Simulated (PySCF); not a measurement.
Species: trifluoromethoxymethane, C2H3F3O.
Geometry (GFN2-xTB, Å), atoms numbered from 1 in this order:
```xyz
9
C2H3F3O angstrom
C     -1.1758    0.0399   -0.2307
O      0.0317    0.7958   -0.0669
C      1.0887    0.0907    0.2801
F      1.4195   -0.8647   -0.6112
F      2.1409    0.8862    0.4066
F      0.9446   -0.5634    1.4496
H     -1.4533   -0.4448    0.7072
H     -1.0560   -0.7054   -1.0192
H     -1.9268    0.7717   -0.5135
```

A PySCF run (density fitting, gas phase, GFN2-xTB geometry) gave HOMO -9.55 eV, LUMO 2.10 eV, dipole 2.68 D.

Question: Which of these levels was it?
A. PBE0/pcSseg-1
B. CAM-B3LYP/def2-SVPD
C. PBE0/def2-SVP

Answer: C. It is PBE0/def2-SVP. All candidates on this geometry:

```
 level and settings                    kind  basis functions  SCF cycles     E (Eh)  HOMO (eV)  LUMO (eV)  dipole (D)
      PBE0/pcSseg-1           global hybrid              117          12  -452.2919      -9.66       1.61        2.77
      PBE0/def2-SVP           global hybrid               99          12  -451.9850      -9.55       2.10        2.68
CAM-B3LYP/def2-SVPD  range-separated hybrid              156          12  -452.3376     -11.28       1.17        2.77
```

The nearest other candidate, by the summed differences of HOMO and LUMO, is PBE0/pcSseg-1: its HOMO differs by -0.11 eV and its LUMO by -0.49 eV. Cycle counts include a coarse-grid stage where the run had one.
